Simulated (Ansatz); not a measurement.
# Two structures, one formula

Two relaxed structures of BH₂SO, doublet (PBE0-D4/def2-TZVP; forces vanish, vibrations not checked).

A:

```xyz
5
angstrom
B -1.3480 -0.1325 -0.3138
S -0.0758 -0.4510 0.6969
O 1.3606 0.2708 0.0954
H -1.9774 0.2761 -1.2192
H 2.0407 0.0367 0.7407
```

B:

```tsv
atom	x (Å)	y (Å)	z (Å)
B1	-1.4619	-0.1322	-0.1115
S2	0.1186	-0.4226	0.5062
O3	1.4039	0.2428	0.2084
H4	-1.9212	0.2152	-1.1437
H5	-0.0951	-0.5299	1.8401
```

Program: Ansatz 0.2.0. Basis: def2-TZVPP. Cores are frozen in the correlated methods; orbitals are unrestricted. B3LYP uses VWN-RPA correlation.

(1) Which structure is lower at CCSD(T), and by how much? (Judge from chemistry; the value comes from the calculation.)

T1 diagnostic: at most 0.029. ⟨S²⟩ of the unrestricted Hartree–Fock references: 0.78 (a pure state has 0.75).

Answers

(1) The calculation gives: A, by 159.5 kJ/mol (electronic energy, against the other). By their contacts, A is BH₂SO ([BH][S][OH]) and B is BH₂SO ([BH][SH][O]).

All methods give the same order:

```
   method  E(B) − E(A) (kJ/mol)
   PBE-D4                 144.8
r2SCAN-D4                 144.5
  PBE0-D4                 150.5
 B3LYP-D4                 157.5
  wB97M-V                 166.9
       HF                 158.3
      MP2                 154.1
     CCSD                 163.0
  CCSD(T)                 159.5
```

Labels in which every atom is bracketed show which atoms are joined, not bond orders.

For scale, one of the runs: CCSD(T)/def2-TZVPP, 132 basis functions, launched by `ansatz run in.yaml --threads 2 --pin off --events-out ev --progress --plain --max-ram 4352MiB`. Hardware: 2 CPU threads of an Intel Xeon, shared host. Wall time 88 s; peak host memory 1.5 GiB.
